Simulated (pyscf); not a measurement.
`[SiH3][Si]([SiH3])([SiH3])[Cl]` + `[SiH3]` [doublet] → `[SiH3][Cl]` + `[SiH3][Si]([SiH3])[SiH3]` [doublet] (atom transfer; doublet surface; Cl–Si broken, Cl–Si formed). Optimised with ωB97X-D3(BJ)/def2-SVP in PySCF. Rate constants from transition-state theory, ωB97M-D3(BJ)/def2-TZVP energies (ideal gas, 1 atm, RRHO with modes under 100 cm⁻¹ raised to 100, one conformer, R ln 2 for chiral ones without a mode under 150 cm⁻¹; no tunnelling), k in cm³ molecule⁻¹ s⁻¹.

| T (K) | 1000/T | log10 k |
|---|---|---|
| 298 | 3.354 | -22.99 |
| 600 | 1.667 | ? |
| 900 | 1.111 | -15.78 |
| 1200 | 0.833 | -14.69 |

Task: Fit an Arrhenius line to the three values, give the activation energy, and predict k at 600 K.

Result: Least squares gives log10 k = -12.06 − 3.26 × 1000/T, so Ea = 3.26 × ln 10 × 1.987 = 14.9 kcal/mol, against an electronic barrier of 11.7. At 600 K the line gives -17.49; the computed value is -17.73 (ΔG‡ = 32.2 kcal/mol), a factor 1.7 under the line, since the plot is curved. This is the saddle that the search found; another between the same sides may lie lower. The angle at the transferred Cl is 180°.
